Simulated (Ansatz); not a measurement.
System: ClF (charge 0, singlet). SMILES: FCl
Geometry: optimised at B3LYP-D3(BJ)/def2-TZVP (Ansatz, a quantum-chemistry and plane-wave program).

Parts of the frozen-core correlation energy in cc-pV(D+d)Z (Ansatz, hartree). Frozen orbitals: 6; correlated occupied orbitals by spin: 7 and 7; virtual: 24 and 24. No spin-orbit coupling. Non-relativistic.

```csv
term,value
reference (HF),-558.84711
MP2 opposite-spin,-0.24338
MP2 same-spin,-0.08613
CCSD correlation,-0.34757
(T),-0.00716
CCSDT minus CCSD(T),-0.00044
CCSDT(Q) minus CCSD(T),-0.00142
T1 diagnostic,0.010
largest doubles amplitude,0.107
```
